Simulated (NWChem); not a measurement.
## A calculation on silicon monoxide (OSi)

```xyz
2

Si     0.0000     0.0000     0.5539
O      0.0000     0.0000    -0.9694
```
Charge 0, spin multiplicity 1.

The numbers come from NWChem runs, not from measurements. All single points use one geometry, from PBE0/def2-SVP, a minimum by its harmonic frequencies.

Symmetry labels belong to the abelian group C2v used in the runs, with the axes of the coordinates shown; states degenerate in a higher group split over its labels.

B3LYP has NWChem's definition, with VWN1-RPA local correlation.

**Question.** List the lowest 3 singlet excitations that TD-B3LYP/def2-SVPD, VWN1-RPA local correlation gives, with oscillator strengths.

**Answer.** 
```
state  symmetry  energy (eV)  wavelength (nm)      f
-----  --------  -----------  ---------------  -----
1            a2         5.34              232  0.000
2            b2         5.48              226  0.057
3            b1         5.48              226  0.057
```
